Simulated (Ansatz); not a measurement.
# HO (charge -1): geometry optimisation, by script

What geometry does HO (charge -1) take? Aim: a geometry optimisation, for HO (charge -1), run from a script.

All numbers are computed with Ansatz 0.2.0 through its Python package. Level of theory: CAM-B3LYP/6-31G*.

## 1. Starting point

Bond lengths: O1–H2 0.978 Å.

The script holds or builds the structure itself.

## 2. The script

Contents of opt_ho.py:

```python
"""Minimum-energy structure of HO(-)."""

import ansatz as az
import numpy as np

GEOMETRY = """
O     0.48890    0.00000    0.00000
H    -0.48890    0.00000    0.00000
"""


def main() -> None:
    mol = az.Crystal.molecule()
    for line in GEOMETRY.strip().splitlines():
        symbol, *xyz = line.split()
        mol = mol.atom(symbol, [float(v) for v in xyz])

    calculation = mol.calculation().basis(gaussian="6-31G*").functional("CAM-B3LYP").charge(-1)
    symbols = [site.symbol for site in mol.cartesian_sites]
    start = np.array([site.position_ang for site in mol.cartesian_sites], dtype=float)
    def progress(event):
        if event["event"] == "relax_step":
            row = event["data"]
            print(f"step {row['step']:3d}  E = {row['lagrangian_ev']:.6f} eV  largest force component {row['allowed_force_max_ev_ang']:.4f} eV/A")


    rep = calculation.relax(force_tolerance=0.01).session().plan().execute(on_event=progress).report
    end = np.array(rep["positions_ang"])

    for key in ("converged", "free_energy_ev", "reference_energy_ev", "n_frozen", "n_occupied", "n_virtual"):
        print(f"{key:22s} {rep[key]}")

    print("final positions (A) and the move of each atom")
    for symbol, xyz, old in zip(symbols, end, start):
        print(f"{symbol:2s} {xyz[0]:10.5f} {xyz[1]:10.5f} {xyz[2]:10.5f}   {np.linalg.norm(xyz - old):7.4f}")


if __name__ == "__main__":
    main()
```

## 3. The input behind the calls

The package turns the script's settings into the engine's input:

```yaml
crystal:
  periodic: [false, false, false]
  atoms:
    - { symbol: O, position_ang: [0.4889, 0.0, 0.0] }
    - { symbol: H, position_ang: [-0.4889, 0.0, 0.0] }
basis:
  gaussian:
    orbitals: "6-31G*"
hamiltonian:
  xc: cam_b3lyp
total_charge: -1.0
relax:
  f_tol: 0.01
```

## 4. The run

Command:

```
$ python opt_ho.py
```

Without the output at hand: what should come out? Wanted: total energy; moves of the relaxation; energy gained; last largest force component.

**Answer**, as computed:

```
                    quantity          value
                total energy  -2059.7328 eV
     moves of the relaxation              2
               energy gained       0.001 eV
last largest force component    0.0013 eV/Å
```

After 2 moves the largest shift is 0.003 Å. The start was already close to the minimum. Caveats:
- The end point is the stationary point reached from this start; no frequency run checks that it is a minimum, and the basis set is modest.
- Anions want diffuse functions, which this basis lacks.
